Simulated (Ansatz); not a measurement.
# C₃H₆S: basis-set convergence

How large a basis does C₃H₆S need? Two functionals are run in growing sets.

Program: Ansatz 0.2.0, Gaussian basis. Level of theory: one geometry, several basis sets. These are calculated values, not measurements.

Levels to be run: PBE0-D4/def2-SVP; ωB97M-V/def2-SVP; PBE0-D4/def2-QZVPP; ωB97M-V/def2-QZVPP; the functionals' def2-TZVPP values are taken from earlier runs.

### Step 1. The geometry

All runs share one geometry, relaxed beforehand with PBE0-D4 in a triple-zeta def2 set.

SMILES `C1CSC1`, 10 atoms, charge 0, spin multiplicity 1.

Atoms are counted from 1 here; the program's logs count them from 0.

Bond lengths: C1–C2 1.533 Å, C1–C4 1.533 Å, C1–H5 1.093 Å, C1–H6 1.091 Å, C2–S3 1.830 Å, C2–H7 1.092 Å, C2–H8 1.089 Å, S3–C4 1.830 Å, C4–H9 1.089 Å, C4–H10 1.092 Å. Angles: C2–C1–C4 96.0°, C2–C1–H5 115.6°, C2–C1–H6 110.3°, C4–C1–H5 115.6°, C4–C1–H6 110.3°, H5–C1–H6 108.5°, C1–C2–S3 90.9°, C1–C2–H7 113.5°, C1–C2–H8 116.6°, S3–C2–H7 111.0°, S3–C2–H8 114.4°, H7–C2–H8 109.4°, C2–S3–C4 77.0°, C1–C4–S3 90.9°, C1–C4–H9 116.6°, C1–C4–H10 113.5°, S3–C4–H9 114.4°, S3–C4–H10 111.0° and more.

As a file:

```
C    -0.54252    0.39627   -0.25224
C    -0.26130   -1.10978   -0.30784
S     0.94981   -0.96276    1.05669
C     0.73408    0.77061    0.50969
H    -0.67773    0.88799   -1.21861
H    -1.42198    0.59459    0.36241
H     0.22621   -1.42730   -1.23138
H    -1.10115   -1.77028   -0.09588
H     0.62412    1.48896    1.32112
H     1.55377    1.08060   -0.14105
```

### Step 2. PBE0-D4 in def2-SVP

in.yaml

```yaml
crystal:
  periodic: [false, false, false]
  atoms:
    - {symbol: C, position_ang: [-0.542521, 0.396274, -0.252242]}
    - {symbol: C, position_ang: [-0.261304, -1.109782, -0.307839]}
    - {symbol: S, position_ang: [0.949812, -0.962764, 1.056690]}
    - {symbol: C, position_ang: [0.734081, 0.770614, 0.509686]}
    - {symbol: H, position_ang: [-0.677734, 0.887988, -1.218611]}
    - {symbol: H, position_ang: [-1.421980, 0.594589, 0.362406]}
    - {symbol: H, position_ang: [0.226215, -1.427298, -1.231385]}
    - {symbol: H, position_ang: [-1.101153, -1.770278, -0.095875]}
    - {symbol: H, position_ang: [0.624119, 1.488957, 1.321117]}
    - {symbol: H, position_ang: [1.553765, 1.080600, -0.141047]}
basis:
  gaussian: {orbitals: def2-SVP}
hamiltonian: {xc: pbe0, dispersion: d4}
output: {orbitals: {seedname: orbitals}}
```

Started as:

```sh
$ ansatz run in.yaml --threads 2 --pin off --events-out ev --progress --plain --max-ram 4352MiB
```

The runs that follow: ωB97M-V in def2-SVP; PBE0-D4 in def2-QZVPP; ωB97M-V in def2-QZVPP.

Before running them: what should the planned runs give, taken together? Wanted: PBE0-D4: double and triple zeta above quadruple; ωB97M-V: double and triple zeta above quadruple.

**Answer**, as computed:

| quantity | value |
| --- | --- |
| PBE0-D4: double and triple zeta above quadruple | 7.83, 0.51 eV |
| ωB97M-V: double and triple zeta above quadruple | 7.98, 0.49 eV |

PBE0-D4 gains 7.32 eV from double to triple zeta, then 0.51 eV more. Total energies overstate the basis error of differences, where much of it tends to cancel. The LUMO of ωB97M-V is positive and keeps falling with the basis (2.90 to 1.62 eV): an unbound level that the basis holds in place.
